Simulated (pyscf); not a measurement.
H₂N–Si(F)(F)–F + H₂ -> F–SiH(F)–F + NH₃ (four-centre exchange; singlet surface; N–Si, H–H broken, H–Si, H–N formed). PySCF, gas phase, ωB97X-D3(BJ)/def2-SVP geometries. Energies in kcal/mol from the separated reactants.

| level | barrier | reaction energy |
|---|---|---|
| ωB97X-D3(BJ)/def2-TZVP | 49.4 | +13.4 |
| PBE/def2-TZVP | (withheld) | (withheld) |
| r²SCAN/def2-TZVP | 45.9 | +14.0 |
| PBE0-D3(BJ)/def2-TZVP | (withheld) | +12.4 |
| M06-2X/def2-TZVP | 52.0 | +15.9 |
| HF/def2-TZVP | 66.6 | +11.1 |

Complete the blanks.


- PBE/def2-TZVP, barrier: 42.4
- PBE/def2-TZVP, reaction energy: +11.0
- PBE0-D3(BJ)/def2-TZVP, barrier: 45.0

The functionals in the table span 9.6 kcal/mol in this barrier, from PBE to M06-2X. On the product side the descent ends in an adduct with a N–Si contact (not fully relaxed), 2.7 kcal/mol over the separated species and 33.3 kcal/mol under the saddle at ωB97X-D3(BJ)/def2-TZVP. What is counted as broken (N–Si) persists as a longer contact in the product adduct; parting that adduct is a step of its own. This is the saddle that the search found; another between the same sides may lie lower.
